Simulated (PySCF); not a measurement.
# How long do these jobs take?

Single jobs in PySCF with density fitting, those on clusters of several parts including the runs of the parts alone, on shared hosts, each launched as `OMP_NUM_THREADS=1 python cluster_run.py task.json out`; times are rough.

| system (of a reaction: its main species) | parts or species | job | basis functions | threads × CPU | wall time | peak memory (GiB) |
| --- | --- | --- | --- | --- | --- | --- |
| HfH4SO3 | 1 | core levels, SCAN, 4 core holes | 188 | 1 × Arm Neoverse N1 | 71 s | 0.52 |
| SiH2NF3 | 4 | reaction energy, PBE0-D3(BJ)/def2-TZVPD | 220 | 1 × Arm Neoverse N1 | 24 s | 0.67 |
| AlH4NO2 | 1 | excited states, CAM-B3LYP/def2-SVPD, 6 singlets, 2 triplets, polarisability, ionisation by delta-SCF | 122 | 1 × Arm Neoverse N1 | 37 s | 0.56 |
| bromine and chloride | 2 | core levels, SCAN, 1 core hole | 148 | 1 × Arm Neoverse N1 | 13 s | 0.58 |
| Mg2+ and 2 × ammonia | 3 | interaction energy with counterpoise and decomposition, RI-MP2/def2-TZVPD | 163 | 1 × Arm Neoverse N1 | 5.1 s | 0.39 |

| system (of a reaction: its main species) | parts or species | job | basis functions | threads × CPU |
| --- | --- | --- | --- | --- |
| fluoromethane and fluoride | 2 | core levels, SCAN, 3 core holes | 134 | 1 × Arm Neoverse N1 |
| GeHCl3 | 1 | core levels, SCAN, 1 core hole | 128 | 1 × Arm Neoverse N1 |
| ZnHSCl | 4 | reaction energy, RI-MP2/def2-TZVPD | 152 | 1 × Arm Neoverse N1 |

Question: Estimate wall time and peak memory of the jobs in the second table.

Answer: fluoromethane and fluoride, core levels: 31 s, 0.5 GiB; GeHCl3, core levels: 6.6 s, 0.43 GiB; ZnHSCl, reaction energy: 7.2 s, 0.43 GiB.
